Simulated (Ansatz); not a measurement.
Born–Oppenheimer molecular dynamics of H₅NOSi (8 atoms, charge 0, multiplicity 1). It starts at the highest image of a converged band. Of that band: Neighbouring images differ by up to 1.5 eV, so the band resolves the path poorly. A vibrational analysis at the climbing image gives one clearly imaginary mode, 1432i cm⁻¹: a first-order saddle point.

Computed with Ansatz 0.2.0, RKS B3LYP/def2-SVP.

```json
{"ensemble": "NVE (velocity Verlet)", "time step": "0.5 fs", "steps asked": "200", "starting velocities drawn for": "100 K", "seed": "11547"}
```

Frames 1 fs apart, positions in Å.

Velocities at 55.0 fs (Å/ps):

```
Si -6.03 2.12 0.61
H 99.32 7.24 -17.59
O 6.71 -2.40 2.50
H -5.40 -8.36 17.87
H -57.02 11.76 -8.12
N 0.69 -2.06 -1.33
H -25.98 19.52 -33.66
H 40.95 -22.49 3.33
```

```xyz
8
Properties=species:S:1:pos:R:3 time_fs=55.0 energy_less_start_eV=-0.999 T=1389
Si -0.183 -0.015 0.305
H -0.518 0.051 2.355
O 1.613 -0.042 0.270
H 2.229 -0.672 0.656
H -0.180 1.140 -0.535
N -0.775 -1.390 -0.552
H -1.368 -2.009 -0.002
H -0.773 -1.572 -1.567
8
Properties=species:S:1:pos:R:3 time_fs=56.0 energy_less_start_eV=-1.129 T=1556
Si -0.188 -0.013 0.306
H -0.419 0.057 2.322
O 1.619 -0.044 0.272
H 2.221 -0.682 0.675
H -0.241 1.157 -0.544
N -0.775 -1.392 -0.553
H -1.395 -1.991 -0.037
H -0.732 -1.593 -1.560
8
Properties=species:S:1:pos:R:3 time_fs=57.0 energy_less_start_eV=-1.336 T=1823
Si -0.192 -0.011 0.307
H -0.324 0.062 2.257
O 1.624 -0.046 0.275
H 2.208 -0.693 0.696
H -0.308 1.183 -0.553
N -0.775 -1.394 -0.554
H -1.424 -1.980 -0.073
H -0.692 -1.611 -1.547
8
Properties=species:S:1:pos:R:3 time_fs=58.0 energy_less_start_eV=-1.603 T=2166
Si -0.194 -0.010 0.310
H -0.234 0.065 2.161
O 1.627 -0.048 0.277
H 2.189 -0.705 0.718
H -0.381 1.213 -0.557
N -0.775 -1.395 -0.554
H -1.458 -1.976 -0.108
H -0.650 -1.625 -1.531
8
Properties=species:S:1:pos:R:3 time_fs=59.0 energy_less_start_eV=-1.887 T=2531
Si -0.194 -0.009 0.313
H -0.154 0.065 2.036
O 1.629 -0.050 0.279
H 2.163 -0.716 0.740
H -0.456 1.242 -0.554
N -0.775 -1.397 -0.553
H -1.496 -1.977 -0.142
H -0.608 -1.635 -1.517
8
Properties=species:S:1:pos:R:3 time_fs=60.0 energy_less_start_eV=-2.090 T=2786
Si -0.193 -0.007 0.316
H -0.087 0.064 1.888
O 1.630 -0.051 0.280
H 2.130 -0.727 0.762
H -0.531 1.266 -0.542
N -0.776 -1.398 -0.551
H -1.534 -1.981 -0.176
H -0.564 -1.644 -1.505
8
Properties=species:S:1:pos:R:3 time_fs=61.0 energy_less_start_eV=-2.011 T=2678
Si -0.190 -0.006 0.319
H -0.034 0.060 1.730
O 1.629 -0.052 0.281
H 2.091 -0.737 0.784
H -0.605 1.282 -0.519
N -0.777 -1.399 -0.549
H -1.568 -1.983 -0.212
H -0.518 -1.650 -1.496
8
Properties=species:S:1:pos:R:3 time_fs=62.0 energy_less_start_eV=-1.463 T=1976
Si -0.186 -0.005 0.321
H 0.003 0.056 1.588
O 1.628 -0.052 0.282
H 2.047 -0.747 0.807
H -0.673 1.288 -0.485
N -0.780 -1.401 -0.545
H -1.595 -1.980 -0.251
H -0.471 -1.653 -1.488
8
Properties=species:S:1:pos:R:3 time_fs=63.0 energy_less_start_eV=-0.823 T=1173
Si -0.181 -0.003 0.321
H 0.028 0.052 1.504
O 1.625 -0.052 0.281
H 2.000 -0.756 0.829
H -0.736 1.284 -0.440
N -0.783 -1.403 -0.540
H -1.613 -1.971 -0.293
H -0.425 -1.654 -1.475
8
Properties=species:S:1:pos:R:3 time_fs=64.0 energy_less_start_eV=-0.994 T=1387
Si -0.175 -0.002 0.317
H 0.046 0.049 1.513
O 1.621 -0.052 0.280
H 1.949 -0.765 0.852
H -0.791 1.271 -0.385
N -0.787 -1.405 -0.536
H -1.624 -1.957 -0.337
H -0.380 -1.651 -1.457
8
Properties=species:S:1:pos:R:3 time_fs=65.0 energy_less_start_eV=-1.732 T=2319
Si -0.169 -0.001 0.309
H 0.057 0.048 1.609
O 1.617 -0.052 0.278
H 1.895 -0.772 0.874
H -0.838 1.249 -0.323
N -0.790 -1.407 -0.531
H -1.633 -1.940 -0.381
H -0.338 -1.646 -1.430
8
Properties=species:S:1:pos:R:3 time_fs=66.0 energy_less_start_eV=-2.152 T=2861
Si -0.162 0.001 0.301
H 0.055 0.046 1.751
O 1.612 -0.052 0.276
H 1.839 -0.775 0.893
H -0.877 1.223 -0.256
N -0.793 -1.410 -0.526
H -1.643 -1.922 -0.423
H -0.299 -1.639 -1.398
```

Of the whole run (100 fs, mean temperature of the second half 2110 K): The conserved energy stayed within 1.5 meV per atom of its start (net change -0.3 meV per atom), so the integration is sound. The kinetic energy rose, since the run started high on the potential surface and went downhill. A run of 0.1 ps of so small a system gives no equilibrium averages. The orbitals stay closed-shell, which can raise the energy where a bond breaks towards radicals; this wasn't checked here.

The run took 5.1 min on 1 thread of Arm Neoverse V2, with other jobs on the host, peak memory 0.12 GiB.
